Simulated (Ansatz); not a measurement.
Results of r²SCAN (Ansatz, an electronic-structure program, plane waves, PAW) for Si3N4 (P31c, No. 159).

Run with plane-wave cutoff 600 eV, 6×6×6 k mesh, scalar-relativistic PAW data made under PBE.

Computed at the level's own relaxed cell.

Elastic tensor (GPa, Voigt notation, ions relaxed):

```
  435.6   147.9   129.1     0.0   -14.7     0.0
  147.9   435.6   129.1     0.0    14.7     0.0
  129.1   129.1   476.1     0.0     0.0     0.0
    0.0     0.0     0.0   136.8     0.0    14.7
  -14.7    14.7     0.0     0.0   136.8     0.0
    0.0     0.0     0.0    14.7     0.0   143.9
```

Q: Work out the Voigt, Reuss and Hill averages of the bulk and shear moduli, Young's modulus and Poisson's ratio from the printed constants.

A: K_V = [C11 + C22 + C33 + 2(C12 + C13 + C23)]/9 = [1347.3 + 2 × 406.1]/9 = 239.9 GPa. G_V = [1347.3 − 406.1 + 3 × 417.5]/15 = 146.2 GPa. From the compliances S = C⁻¹, K_R = 239.8 and G_R = 144.0 GPa. Hill means: K = 239.9, G = 145.1 GPa. E = 9KG/(3K + G) = 362 GPa, ν = (3K − 2G)/(6K + 2G) = 0.25, K/G = 1.65.

Note: the relaxation could not lower the start's symmetry, so the cell can be a saddle point above a distorted one.

Computed values are for the static lattice.
